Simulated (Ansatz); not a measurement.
# BH3NS: the cost of one run

The runs use Ansatz 0.2.0, Gaussian basis; single points in def2-TZVPPD.

Correlated methods freeze the cores.

1 further run of the same task is left out (it didn't finish).

### 1 Starting geometry

SMILES `[NH-]BS`, 6 atoms, charge -1, spin multiplicity 1.

Atoms are counted from 1 here; the program's logs count them from 0.

Bond lengths: N1–B2 1.374 Å, N1–H4 1.020 Å, B2–S3 1.947 Å, B2–H5 1.190 Å, S3–H6 1.310 Å. Angles: B2–N1–H4 104.1°, N1–B2–S3 122.5°, N1–B2–H5 128.7°, S3–B2–H5 108.6°, B2–S3–H6 106.3°.

Coordinates:

```xyz
6

N    -0.6009   -0.1504   -1.1471
B     0.4360   -0.4845   -0.3099
S     0.6421    0.2939    1.4629
H    -1.2083    0.4309   -0.5697
H     1.3721   -1.1860   -0.5285
H    -0.3224    1.1699    1.5947
```

### 2 PBE-D4/def2-TZVPPD

Contents of run/in.yaml:

```yaml
crystal:
  periodic: [false, false, false]
  atoms:
    - {symbol: N, position_ang: [-0.600916, -0.150355, -1.147097]}
    - {symbol: B, position_ang: [0.435993, -0.484486, -0.309888]}
    - {symbol: S, position_ang: [0.642110, 0.293864, 1.462895]}
    - {symbol: H, position_ang: [-1.208274, 0.430896, -0.569653]}
    - {symbol: H, position_ang: [1.372128, -1.185980, -0.528548]}
    - {symbol: H, position_ang: [-0.322374, 1.169852, 1.594745]}
basis:
  gaussian: {orbitals: "def2-TZVPPD.json"}
total_charge: -1
hamiltonian: {xc: pbe, dispersion: d4}
output: {forces: true}
```

The basis file named in the input lies beside it (Basis Set Exchange, JSON).

On the command line:

```sh
$ ansatz run in.yaml --threads 2 --pin off --events-out ev --progress --plain --max-ram 3481MiB
```

**Question.** How long does this run take on 2 threads of Arm Neoverse V2, shared host, and how much memory does it need?

About 1.8 s, with a peak of 0.17 GiB.
